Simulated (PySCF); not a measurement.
**Assignment exercise: C$_{4}$H$_{7}$F**

Mapped SMILES: `[CH3:1][C:2]1([F:3])[CH2:4][CH2:5]1`. Hydrogens are named by the atom that carries them.

[PySCF: PBE0-D3(BJ)/def2-SVP geometry; GIAO PBE0/pcSseg-1 shieldings; J: B3LYP/pcJ-1 (spin–dipole term only in couplings to heteroatoms); equivalent nuclei averaged; no solvent model; non-relativistic; one computed conformer]

Referencing at the same level of theory: ¹³C, ¹H vs TMS.

(1) Assign these signals to the numbered atoms. ¹³C{¹H} NMR (computed): δ 72.8 (d, J = 275.9 Hz), 22.7 (d, J = 23.0 Hz), 13.4 (d, J = 10.1 Hz).

(2) Assign these signals to the numbered atoms. ¹H NMR (600 MHz, computed): δ 1.49 (d, J = 18.5 Hz, 3H), 0.96 (m, 2H), 0.36 (m, 2H).

Results:

(1) 
72.8 → C2, three-membered-ring carbon: pulled downfield by the heteroatom
22.7 → C1, methyl carbon: aliphatic region, no heteroatom directly attached
13.4 → C4/C5, three-membered-ring carbon: carbons of three-membered rings are unusually shielded

(2) 
```tsv
δ (ppm)	atoms	environment	reason
1.49	H(C1)	hydrogen on a methyl carbon	–
0.96	Ha(C4)/Ha(C5)	hydrogen on a three-membered-ring carbon	cyclopropane-type protons are shielded by the ring
0.36	Hb(C4)/Hb(C5)	hydrogen on a three-membered-ring carbon	–
```

Common functionals overestimate the size of one-bond C–F couplings by tens of Hz; these are unscaled. Multiplet labels drop couplings under 1 Hz and merge nearly equal ones. Couplings among chemically equivalent protons are left out too, so labels in AA′BB′ or AA′XX′ sets are apparent multiplicities. Unscaled 3J(H,H) at this level run about 10 % above measured values. Shifts are as computed. Against solution values, carbons near 30 ppm lie about +2 ppm off and those near 130 ppm about +5 ppm. Of 1211 compounds with measured shifts, 218 miss one by over three times the rms of a fit or turn the order of signals round; such compounds aren't used in these exercises.
